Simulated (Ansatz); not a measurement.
Input file:

```yaml
crystal:
  periodic: [false, false, false]
  atoms:
    - {symbol: Al, position_ang: [0.000000, 0.000000, 0.000000]}
    - {symbol: S, position_ang: [0.000000, 0.000000, 1.832000]}
basis:
  gaussian: {orbitals: 6-31G}
magnetization: {spin_polarized: false, initial_magnetization: 1}
correlation: {method: qcisd_t, electrons: outside_noble_gas}
accuracy: high
output: {forces: true}
```

```sh
$ ansatz run in.yaml --threads 1 --pin off --events-out ev --progress --plain --max-ram 2393MiB
```

One thing in this input was set wrong on purpose, beside settings that are merely unusual. What is the gravest fault, and what does the program do?

A method name that the input doesn't accept. How the run ends: refused.
```
Error: YAML parse error: error: line 9 column 23: unknown variant `qcisd_t`, expected one of mp2, rpa, ccsd, ccsd_t, bccd, bccd_t, ccsdt, ccsdt_q, ccsdt_q_b, ccsdtq, fci, sc_nevpt2, fic_nevpt4_sd, fic_mrcisd_q, fic_mrcisd_q_relaxed
  --> <input>:9:23
   |
 7 |   gaussian: {orbitals: 6-31G}
 8 | magnetization: {spin_polarized: false, initial_magnetization: 1}
 9 | correlation: {method: qcisd_t, electrons: outside_noble_gas}
   |                       ^ unknown variant `qcisd_t`, expected one of mp2, rpa, ccsd, ccsd_t, bccd, bccd_t, ccsdt, ccsdt_q, ccsdt_q_b, ccsdtq, fci, sc_nevpt2, fic_nevpt4_sd, fic_mrcisd_q, fic_mrcisd_q_relaxed
10 | accuracy: high
11 | output: {forces: true}
   |
```
